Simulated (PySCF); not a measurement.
# Choosing a basis for TDDFT

Species: carbon suboxide, C3O2.
InChI=1S/C3O2/c4-2-1-3-5

TDDFT with PBE0 (PySCF), vertical singlets, core orbitals frozen in the response, spherical d and f functions. Geometry: PBE0-D3(BJ)/def2-SVP; no solvent, vibrations or thermal averaging.

```
      basis  functions  diffuse  S1 (eV)  S2 (eV)  S3 (eV)  S4 (eV)  S5 (eV)  LUMO (eV)  α (au)
     6-31G*         70       no     4.46     4.68     4.68     8.75     9.11      -1.56    34.2
   def2-SVP         70       no     4.49     4.71     4.71     8.78     9.13      -1.73    34.5
    6-31+G*         90      yes     4.45     4.66     4.66     7.20     7.20      -1.88    39.5
  def2-SVPD        106      yes     4.44     4.64     4.64     7.45     7.45      -1.95    44.0
aug-cc-pVDZ        115      yes     4.44     4.64     4.64     7.19     7.19      -1.87    44.2
  def2-TZVP        155       no     4.46     4.66     4.66     8.31     8.31      -1.84    40.8
 def2-TZVPD        191      yes     4.45     4.64     4.64     7.15     7.15      -1.88    44.7
aug-cc-pVTZ        230      yes     4.45     4.64     4.64     7.16     7.16      -1.88    44.7
```

Task: Compare the sets with the largest diffuse one.

Result: States are compared by their number. Against the largest diffuse basis here (aug-cc-pVTZ, itself not a converged limit), sets without diffuse functions differ by up to 0.04 eV in S1 and 1.98 eV in S5; the smaller diffuse sets differ by up to 0.01 and 0.29 eV. State by state, the largest deviation of a set without diffuse functions is S1 0.04, S2 0.06, S3 0.06, S4 1.63, S5 1.98 eV. The same number needn't mean the same state in each row. Against aug-cc-pVTZ the polarisability deviates by -23% in 6-31G*, -23% in def2-SVP, -12% in 6-31+G*, -2% in def2-SVPD, -1% in aug-cc-pVDZ, -9% in def2-TZVP, 0% in def2-TZVPD.
